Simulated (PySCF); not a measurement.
Compound: [AlH4]- (charge -1).
SMILES: `[AlH4-]`

The closed-shell ground state was solved at several levels (PySCF, density fitting, gas phase, non-relativistic). Geometry: PBE0-D3(BJ)/def2-SVP; no solvent, vibrations or thermal averaging. The geometry's basis has no diffuse functions, a weakness for an anion. No diffuse functions stand in pcSseg-1 (pcSseg-2 on Al), which bears on an anion's orbital energies.

| level | basis functions | HOMO (eV) | LUMO (eV) | gap (eV) |
| --- | --- | --- | --- | --- |
| B3LYP/pcSseg-1 (pcSseg-2 on Al) | 63 | -2.10 | 5.45 | 7.55 |
| PBE0/pcSseg-1 (pcSseg-2 on Al) | 63 | -2.29 | 5.64 | 7.93 |
| PBE/pcSseg-1 (pcSseg-2 on Al) | 63 | -1.08 | 5.08 | 6.16 |

Question: Estimate the row for B3LYP/def2-SVPD, a basis of 56 functions; the other rows only guide the guess.

Answer: HOMO -2.10 eV, LUMO 4.05 eV, gap 6.15 eV.

Question: In the pcSseg-1 (pcSseg-2 on Al) basis, how does the gap go with the fixed share of exact exchange?

Answer: PBE (0 %) 6.16 eV; B3LYP (20 %) 7.55 eV; PBE0 (25 %) 7.93 eV. Each rise in the share widens the gap here.
